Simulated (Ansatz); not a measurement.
Results of r²SCAN (plane waves, PAW; Ansatz, a first-principles code) for corundum (α-Al2O3).

Numerical settings: plane-wave cutoff 600 eV, 6×6×6 k mesh, scalar-relativistic PAW data made under PBE.

Cell (measured lattice):

```
CELL_PARAMETERS angstrom
      2.37850     1.37323     4.32923
     -2.37850     1.37323     4.32923
      0.00000    -2.74646     4.32923
ATOMIC_POSITIONS crystal
  Al 0.14808 0.14808 0.14808
  Al 0.64808 0.64808 0.64808
  Al 0.85192 0.85192 0.85192
  Al 0.35192 0.35192 0.35192
  O  0.25000 0.94363 0.55637
  O  0.55637 0.25000 0.94363
  O  0.75000 0.05637 0.44363
  O  0.05637 0.44363 0.75000
  O  0.44363 0.75000 0.05637
  O  0.94363 0.55637 0.25000
```

Problem. Estimate the elastic constant C33, elastic constant C12, elastic constant C66, elastic constant C11, elastic constant C13 and elastic constant C44 that the calculation returns.

Solution. 
- elastic constant C33 = 506 GPa
- elastic constant C12 = 164 GPa
- elastic constant C66 = 169 GPa
- elastic constant C11 = 502 GPa
- elastic constant C13 = 120 GPa
- elastic constant C44 = 151 GPa

Measured, for comparison: elastic constant C33 501 GPa, elastic constant C12 163 GPa, elastic constant C44 147 GPa (temperature not stated, not corrected to a static lattice; as tabulated in Oses et al. (2018), arXiv:1811.08464); elastic constant C11 497 GPa (temperature not stated, not corrected to a static lattice; as tabulated in Liu et al. (2023), arXiv:2002.00005); elastic constant C13 116 GPa (temperature not stated, not corrected to a static lattice, our sources range from 112 to 116; as tabulated in Oses et al. (2018), arXiv:1811.08464). Computed (rounded) less measured: elastic constant C33 +1.0 %, elastic constant C12 +0.6 %, elastic constant C11 +1 %, elastic constant C13 +3 % (+3 % to +7 % over the range), elastic constant C44 +3 %. A static lattice is as a rule a little smaller and stiffer than an uncorrected measurement, which narrows the difference in the elastic constant C11, elastic constant C13, elastic constant C44 and would widen misses of the other sign.

Note: the cell isn't this level's own, so it is under some stress, which shifts stiffness and frequencies.

Elastic constants are with the ions relaxed.
